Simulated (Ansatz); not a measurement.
**NO (quartet): r2SCANh, wB97X-V over a scan of the distance N1–O2, 6-31G**

How well do these functionals follow the top wave-function level for NO (quartet) over a scan of the distance N1–O2?

Computed with Ansatz 0.2.0, Gaussian basis. Level: 6-31G, all electrons in the functionals.

Plan: r2SCANh, wB97X-V, at 1.115 Å; 1.265 Å; 1.403 Å; 1.541 Å; 1.673 Å; 1.903 Å; 2.262 Å; 2.625 Å; 3.045 Å; 3.862 Å; 4.714 Å.

17 further runs of the same task are left out: 12 that didn't finish, 5 set aside as unsound or not needed.

## Step 1: The system

The geometry derives from a PBE0/def2-TZVP stationary point (not a proven minimum). One bond is set to the value named and the two fragments are kept rigid.

2 atoms, charge 0, spin multiplicity 4.

Atoms are counted from 1 here; the program's logs count them from 0.

Bond lengths: N1–O2 1.403 Å.

No dispersion term is added; wB97X-V holds VV10 nonlocal correlation.

The geometry shown and the zero of energy belong to the point 1.403 Å. The yardstick, FCI, and other wave-function levels (R restricted, U unrestricted, valence and pair active spaces) come from earlier runs.

## Step 2: r2SCANh, 1.115 Å

The input, in.yaml:

```yaml
crystal:
  periodic: [false, false, false]
  atoms:
    - {symbol: N, position_ang: [0.000000, 0.000000, 0.000000]}
    - {symbol: O, position_ang: [0.000000, 0.000000, 1.115000]}
basis:
  gaussian: {orbitals: 6-31G}
magnetization: {spin_polarized: true, initial_magnetization: 3}
hamiltonian: {xc: {name: r2SCANh}}
```

Run with:

```
ansatz run in.yaml --threads 1 --pin off --events-out ev --progress --plain --max-ram 2393MiB
```

The runs that follow: r2SCANh, 1.265 Å; r2SCANh, 1.403 Å; r2SCANh, 1.541 Å; r2SCANh, 1.673 Å; r2SCANh, 1.903 Å; r2SCANh, 2.262 Å; r2SCANh, 2.625 Å; r2SCANh, 3.045 Å; r2SCANh, 3.862 Å; r2SCANh, 4.714 Å; wB97X-V, 1.115 Å; wB97X-V, 1.265 Å; wB97X-V, 1.403 Å; wB97X-V, 1.541 Å; wB97X-V, 1.673 Å; wB97X-V, 1.903 Å; wB97X-V, 2.262 Å; wB97X-V, 2.625 Å; wB97X-V, 3.045 Å; wB97X-V, 3.862 Å; wB97X-V, 4.714 Å.

Before running them: what should the planned runs give, taken together? Wanted: span of the FCI curve; largest miss, r2SCANh; largest miss, wB97X-V.

**Answer**, as computed:

```
             quantity                     value
span of the FCI curve             73.0 kcal/mol
largest miss, r2SCANh  +37.7 kcal/mol (4.714 Å)
largest miss, wB97X-V  +40.2 kcal/mol (4.714 Å)
```

What this shows: Of the functionals, r2SCANh keep the smallest largest miss at the points compared (at most 37.7 kcal/mol) and wB97X-V strays most (40.2 kcal/mol, at 4.714 Å). r2SCANh, wB97X-V clearly break the spin symmetry at some points (⟨S²⟩ up to 1.00 above the pure value), so energy there is bought with a mixed spin. Functionals and the yardstick converge differently with the basis, so part of each miss in 6-31G is the basis.
